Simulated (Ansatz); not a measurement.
**Structure relaxation of MgC2**

These are results of Ansatz, DFT PBE, scalar-relativistic, plane waves, PAW, not measurements. Cutoff 420 eV, Γ-centred k mesh, Gaussian smearing, no spin polarisation in the final step.

The start is a random cell of MgC2 with space group P-4m2 (No. 115), drawn with lower limits on the distances.

```
CELL_PARAMETERS angstrom
4.04914 0.00000 0.00000
0.00000 4.04914 0.00000
0.00000 0.00000 5.14670
ATOMIC_POSITIONS crystal
Mg 0.50000 0.00000 0.33333
Mg 0.00000 0.50000 0.66667
C 0.24214 0.50000 0.19081
C 0.75786 0.50000 0.19081
C 0.50000 0.24214 0.80919
C 0.50000 0.75786 0.80919
```

Steps on the 4×4×4 mesh (6 atoms). 11 of 12 steps are shown, and the free energy counts from the last. Trial steps that were taken back and renewals of the plane-wave basis can be among the rows.

| step | ΔF (meV/atom) | V (Å³/atom) | P (GPa) | largest force component (eV/Å) |
| --- | --- | --- | --- | --- |
| 1 | 1450.9 | 14.06 | -18.71 | 1.765 |
| 2 | 1179.0 | 12.53 | -15.98 | 3.132 |
| 3 | 902.5 | 11.32 | -11.61 | 3.612 |
| 4 | 493.1 | 10.24 | 17.44 | 1.607 |
| 5 | 868.0 | 11.34 | 47.69 | 24.322 |
| 6 | 350.4 | 11.03 | 6.94 | 2.731 |
| 7 | 207.9 | 11.56 | 5.61 | 1.914 |
| 8 | 60.9 | 12.22 | 3.52 | 1.259 |
| 9 | 0.1 | 13.18 | 0.30 | 0.172 |
| 10 | -0.4 | 13.17 | 0.12 | 0.042 |
| 12 | 0.0 | 13.18 | 0.01 | 0.003 |

A final relaxation ran on a 8×8×6 mesh. The relaxed crystal, P4_2/mmc (No. 131):

```
Mg C
1.0
     4.11161    0.00000    0.00000
     0.00000    4.11161    0.00000
     0.00000    0.00000    4.67716
Mg C
2 4
Cartesian
  2.0558 0.0000 0.0000
  0.0000 2.0558 2.3386
  0.6279 2.0558 0.0000
  3.4837 2.0558 0.0000
  2.0558 0.6279 2.3386
  2.0558 3.4837 2.3386
```

```
Volume per atom          : 13.18 Å³
Density                  : 2.03 g/cm³
Energy over the elements : 0.720 eV/atom
Gap on the 8×8×6 mesh    : 1.41 eV
```

The zero of energy is the elements' standard structures at the same level; no fitted shifts are applied.

The final run used a 8×8×6 mesh on its 6-atom cell and 0.02 eV smearing.

A structure relaxed within its symmetry needn't be a true minimum.

Cost: 2 runs of about 0.96 core-minutes in all, on Arm Neoverse V2 (shared hosts).